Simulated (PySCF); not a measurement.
Method: PBE-D3(BJ)/def2-TZVP // PBE0-D3(BJ)/def2-TZVP in PySCF. Isolated molecules, 0 K electronic values unless said otherwise. 

Reference species (SMILES): `[CH3]` (neutral, multiplicity 2).

```yaml
dipole_moment: 0.00 D
```

Changed species: `C=[SiH]` (radical fragment; the reference has radical fragment).

Task: Predict the effect on the dipole moment.

Result: the dipole moment rises by 0.50 D, to 0.50 D.
